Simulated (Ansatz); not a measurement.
**How the LO phonon frequency at L of rock-salt MgO moves with the method**

No measured value is used here.

| level (code) | value (cm⁻¹) | cell (Å³/atom) |
|---|---|---|
| LDA (Ansatz) | 575 | 9.00 |
| PBE (Ansatz) | 548 | 9.62 |
| r²SCAN (Ansatz) | 580 | 9.29 |

Each level is taken at its own relaxed cell. Cutoffs differ between the levels. Ansatz's density-functional and Hartree–Fock values are scalar-relativistic unless marked +SOC, with PAW data made under PBE.

Ansatz is a quantum-chemistry and plane-wave program.
